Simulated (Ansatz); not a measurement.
Process, species as SMILES: C=[C]F → C=[C-]F (an electron is taken up)
B3LYP-D3(BJ)/def2-TZVP geometries, fixed; electronic energies without zero-point terms; positive where energy is released.

Basis-set convergence of the adiabatic electron affinity at r2SCAN with Ansatz (a program for electronic structure). Cartesian d functions, on some or all atoms, in 6-31G*, 6-31+G*; all else is spherical. Open shells are unrestricted. No added dispersion term, no relativity. Functions are those of the species that has most. Reference: the value in aug-pcseg-3, 1.205 eV, itself unsure by roughly 0.010 eV (its mean distance from aug-cc-pVQZ, def2-QZVPPD). Deviations are taken from unrounded values.

| basis | functions | adiabatic electron affinity (eV) |
|---|---|---|
| 6-31G* | 49 | 0.341 |
| 6-31+G* | 61 | 1.290 |
| cc-pVDZ | 52 | 0.636 |
| aug-cc-pVDZ | 87 | 1.318 |
| def2-SVP | 52 | 0.624 |
| def2-SVPD | 79 | 1.145 |
| pcseg-1 | 52 | 0.978 |
| aug-pcseg-1 | 87 | 1.331 |
| 6-311G** | 66 | 0.811 |
| 6-311+G** | 78 | 1.293 |
| def2-TZVP | 105 | 1.041 |
| def2-TZVPD | 132 | 1.180 |
| cc-pVTZ | 118 | 0.907 |
| aug-cc-pVTZ | 184 | 1.220 |
| pcseg-2 | 118 | 1.125 |
| aug-pcseg-2 | 184 | 1.213 |
| def2-TZVPP | 121 | 1.042 |
| def2-TZVPPD | 148 | 1.177 |
| cc-pVQZ | 225 | 1.044 |
| aug-cc-pVQZ | 332 | 1.210 |
| def2-QZVPP | 231 | 1.133 |
| def2-QZVPPD | 258 | 1.189 |
| pcseg-3 | 246 | 1.186 |
| aug-pcseg-3 | 353 | 1.205 |

What the diffuse functions change, pair by pair:
- 6-31G* to 6-31+G*: 12 more functions, deviation -0.865 to 0.084 eV
- cc-pVDZ to aug-cc-pVDZ: 35 more functions, deviation -0.570 to 0.113 eV
- def2-SVP to def2-SVPD: 27 more functions, deviation -0.581 to -0.060 eV
- pcseg-1 to aug-pcseg-1: 35 more functions, deviation -0.227 to 0.126 eV
- 6-311G** to 6-311+G**: 12 more functions, deviation -0.394 to 0.088 eV
- def2-TZVP to def2-TZVPD: 27 more functions, deviation -0.164 to -0.025 eV
- cc-pVTZ to aug-cc-pVTZ: 66 more functions, deviation -0.298 to 0.015 eV
- pcseg-2 to aug-pcseg-2: 66 more functions, deviation -0.080 to 0.008 eV
- def2-TZVPP to def2-TZVPPD: 27 more functions, deviation -0.163 to -0.028 eV
- cc-pVQZ to aug-cc-pVQZ: 107 more functions, deviation -0.161 to 0.004 eV
- def2-QZVPP to def2-QZVPPD: 27 more functions, deviation -0.072 to -0.016 eV
- pcseg-3 to aug-pcseg-3: 107 more functions, deviation -0.019 to 0.000 eV

Leaving out the reference's own pair, they bring the value nearer the reference by more than 0.010 eV in 11 of 11 pairs.
